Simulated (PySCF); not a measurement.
# Aluminium: a sound run and one with changed settings

Sound run: Al [Ne] 3s2 3p1, Al⁺ [Ne] 3s2. Calculation: PySCF 2.14, in cc-pVDZ-DK (4s3p1d, 18 functions); the spin-free X2C one-electron Hamiltonian (Gaussian nucleus). In the sound run the correlated levels freeze [Ne]. The sound run starts from symmetry-adapted Hartree-Fock orbitals and uses a fine grid where one is needed.

Changed run: no relativity, point nucleus. This setting is unsound on purpose.

```csv
species,method,sound run (hartree),changed run (hartree),converged
Al,UHF,-242.30843,-241.79286,yes
Al,M06-2X,-242.78292,-242.26745,yes
Al,BP86,-242.82112,-242.30588,yes
Al,MP2,-242.33898,-241.82340,yes
Al,CCSD(T),-242.35612,-241.84058,yes
Al⁺,UHF,-242.10361,-241.58769,yes
Al⁺,M06-2X,-242.57207,-242.05620,yes
Al⁺,BP86,-242.59526,-242.07962,yes
Al⁺,MP2,-242.12858,-241.61267,yes
Al⁺,CCSD(T),-242.14201,-241.62615,yes
```

Ionisation energy of Al:

| method | sound run (eV) | changed run (eV) |
| --- | --- | --- |
| UHF | 5.574 | 5.583 |
| M06-2X | 5.737 | 5.748 |
| BP86 | 6.146 | 6.157 |
| MP2 | 5.725 | 5.734 |
| SCS-MP2 | 5.706 | 5.715 |
| CCSD | 5.808 | 5.816 |
| CCSD(T) | 5.826 | 5.835 |

Most of the change in total energy is the relativistic energy itself. On top of that the contraction fixes the core shape for the Hamiltonian it was made with, so the changed run is not a good calculation with the other Hamiltonian either.

For comparison, NIST gives 5.986 eV between the lowest levels.
